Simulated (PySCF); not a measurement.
Species: C₅H₆O.
Bonds: C1–C2 (double), C2–C3, C3–O4 (double), C3–C5, C5–C6 (double). Hydrogens: H7, H8 on C1; H9 on C2; H10 on C5; H11, H12 on C6.

Level: wB97X-D/pcSseg-2 in PySCF, non-relativistic, on one gas-phase PBE0-D3(BJ)/def2-TZVP geometry that isn't relaxed in the solvent. The solvent is an IEF-PCM continuum (Bondi radii, 1.10 Å for H, scaled by 1.2). Only the electrostatic response of the medium enters.

Gas phase at wB97X-D/pcSseg-2: HOMO -9.39 eV, LUMO -0.56 eV, dipole 2.54 D.

**Question.** What does the continuum do to the energy, the frontier levels and the dipole at wB97X-D/pcSseg-2 in chloroform?

**Answer.** 
```
   solvent      ε  E(solvent) − E(gas) (kcal/mol)  polarisation term (kcal/mol)  distortion of the solute (kcal/mol)  HOMO (eV)  LUMO (eV)  dipole (D)
chloroform  4.711                           -3.93                         -4.52                                 0.59      -9.52      -0.57        3.20
```

The polarisation term is half the interaction of the solute with the surface charges that it induces; the rest is the cost of distorting the solute's density. The sum is the electrostatic part of solvation alone.

**Question.** Which radius a makes the point-dipole formula ΔE = −[(ε − 1)/(2ε + 1)]·μ²/a³ give the value in chloroform, with the gas-phase dipole?

**Answer.** μ = 1.000 au and |ΔE| = 0.00626 Eh give a = 2.04 Å; the farthest nucleus lies 3.40 Å from the centroid of the nuclei, so such a sphere wouldn't even hold the nuclei. The formula assumes a rigid point dipole at the centre of a sphere.

Conformer computed: `[CH2:1]=[CH:2][C:3](=[O:4])[CH:5]=[CH2:6]`: C1–C2–C3–O4 0°, C2–C3–C5–C6 180°.

wB97X-D is run here without its empirical dispersion term; that term would change no orbital, density or response property at a fixed geometry.
